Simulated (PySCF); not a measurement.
# How methods differ on the ionisation energy of N

N [He] 2s2 2p3 (4S) → N⁺ [He] 2s2 2p2 (3P), as a difference of total energies. Computed with PySCF 2.14 in def2-QZVPPD, with no relativity, point nucleus. Correlated levels: valence: 1s2 frozen; valence and next inner shell: nothing frozen. The calculations carry no spin-orbit coupling.

```tsv
method	ionisation energy (eV)	error (eV)
UHF	13.895	-0.650
LDA	15.006	+0.461
PBE	14.726	+0.181
PBE0	14.699	+0.154
r2SCAN	14.801	+0.256
TPSS	14.667	+0.122
B97-3	14.582	+0.037
wB97X	14.572	+0.027
MN15	14.546	+0.001
MP2 (valence)	14.611	+0.066
SCS-MP2 (valence)	14.346	-0.199
MP2 (valence and next inner shell)	14.630	+0.085
SCS-MP2 (valence and next inner shell)	14.361	-0.184
```

Reference: 14.545 eV (measured; NIST levels, between the centres of gravity of the two terms).

Errors of the correlated levels include the incompleteness of this basis and the frozen core.
